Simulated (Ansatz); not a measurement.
The first iterations of a band of C2H6O (9 atoms, charge 0, multiplicity 1).

The calculation used UKS PBE-D4/def2-SVP in Ansatz 0.2.0.

```json
{
 "movable images": "9",
 "climbing image": "yes",
 "spring": "5.0 eV/Å²",
 "optimiser": "quadratic models (default)",
 "start path": "through a guess of the saddle point",
 "force threshold": "0.03 eV/Å",
 "iteration limit": "60",
 "end points": "relaxed"
}
```

Initial state:

```xyz
9
Properties=species:S:1:pos:R:3
C -0.539 0.574 -0.471
C 0.316 -0.602 -0.005
O 1.225 -0.259 1.026
H -1.195 0.288 -1.321
H 0.103 1.419 -0.791
H -1.199 0.937 0.347
H 0.940 -0.972 -0.848
H -0.347 -1.456 0.288
H 0.696 0.070 1.776
```

Final state:

```xyz
9
Properties=species:S:1:pos:R:3
C -0.581 0.559 -0.444
C 0.221 -0.636 0.065
O 0.779 -0.433 1.352
H -1.052 0.340 -1.424
H 0.070 1.449 -0.583
H -1.378 0.831 0.277
H 1.000 -0.913 -0.690
H -0.445 -1.521 0.161
H 1.386 0.326 1.284
```

| iteration | highest image above the first end (eV) | largest band force component (eV/Å) |
| --- | --- | --- |
| 1 | 5.296 | 33.386 |
| 2 | 1.788 | 4.475 |
| 3 | 0.745 | 3.877 |

Problem. Does the band converge within its limit, and where does its top end?

Solution. The forces met the threshold. It ended after 9 iterations with the highest image 0.070 eV above the first end. A vibrational analysis at the climbing image gives one clearly imaginary mode, 353i cm⁻¹: a first-order saddle point.

Time of the run: 2 min on 2 threads of Arm Neoverse V1 (shared host), peak memory 0.17 GiB.
